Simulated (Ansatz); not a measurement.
What a trial cell of Cd3Br2 relaxes into

These are results of DFT PBE, scalar-relativistic, plane waves, PAW (Ansatz 0.2.0), not measurements. Cutoff 420 eV, Γ-centred k mesh, Gaussian smearing, no spin polarisation in the final step.

Cd3Br2 was placed on the anti-tetradymite structure type (R-3m, No. 166), with Br in place of Bi, Cd in place of Te, at a guessed volume.

```yaml
crystal:
  lattice:
    - [2.02196, 1.16738, 9.37282]
    - [-2.02196, 1.16738, 9.37282]
    - [0.00000, -2.33476, 9.37282]
  atoms:
    - { symbol: Cd, position: [0.00000, 0.00000, 0.00000] }
    - { symbol: Cd, position: [0.20950, 0.20950, 0.20950] }
    - { symbol: Cd, position: [0.79050, 0.79050, 0.79050] }
    - { symbol: Br, position: [0.40000, 0.40000, 0.40000] }
    - { symbol: Br, position: [0.60000, 0.60000, 0.60000] }
```

Cell and atoms relax at zero pressure; the relaxation can't lower the symmetry of the start. After a coarse first stage the cell is made exact in the group found at 0.06 Å.

The zero of energy is the elements' standard structures at the same level; no fitted shifts are applied.

**Question.** Which crystal results?

**Answer.** It keeps R-3m (No. 166), but not the shape of the type it started on. Conventional cell: a = 3.867 Å, c = 36.510 Å. Cd on Wyckoff site a (1 atom of the primitive cell) is coordinated by 6 Cd at 3.87 Å and 6 Br at 3.99 Å; Cd on Wyckoff site c (2 atoms of the primitive cell) has 3 Br at 2.83 Å and 3 Cd at 3.05 Å; around Br lie 3 Cd at 2.83 Å.

```
Cd Br
1.0
     1.93337    1.11623   12.17009
    -1.93337    1.11623   12.17009
     0.00000   -2.23247   12.17009
Cd Br
3 2
Direct
  0.00000 0.00000 0.00000
  0.19518 0.19518 0.19518
  0.80482 0.80482 0.80482
  0.42384 0.42384 0.42384
  0.57616 0.57616 0.57616
```

**Question.** What are its volume, energy, density and gap?

**Answer.** The volume per atom is 31.5 Å³, the density is 5.2 g/cm³ and the energy over the elements is -0.36 eV/atom. The gap on the 12×12×12 mesh is 0 eV (a metal).

The final run used a 12×12×12 mesh on its 5-atom cell and 0.10 eV smearing. The k mesh leaves about 4 meV/atom of noise in metals. No dispersion correction is applied, so the spacing between layers, chains or molecules is poorly fixed, and with it the volume and density. Symmetry constrained the relaxation, so the result can be a saddle point.

Cost: 4 runs of about 13 core-minutes in all, on Arm Neoverse V1 (shared hosts).